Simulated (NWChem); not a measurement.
Molecule: nitrogen trifluoride (NF$_{3}$); SMILES N(F)(F)F

```xyz
4

F      0.8608     0.8608    -0.1216
N      0.0000     0.0000     0.4667
F     -1.1759     0.3151    -0.1216
F      0.3151    -1.1759    -0.1216
```
Atoms are numbered in this order, from 1.

Results from NWChem. All runs use the structure optimised with PBE0/def2-SVP. GIAO values for the isolated, static molecule; σ is the absolute isotropic shielding.

```
level          basis functions  σ F1 (ppm)  σ N2 (ppm)
-------------  ---------------  ----------  ----------
PBE0/cc-pVDZ                56       112.2      -104.8
PBE0/cc-pVTZ               120         [?]         [?]
PBE0/cc-pCVTZ              172        83.4      -131.4
PBE0/pcSseg-1               68        82.0      -134.6
PBE0/pcSseg-2              144        66.1      -139.3
```

**Question.** Complete the blanks.

**Answer.** 
- PBE0/cc-pVTZ, σ F1 (ppm): 87.8
- PBE0/cc-pVTZ, σ N2 (ppm): -122.9
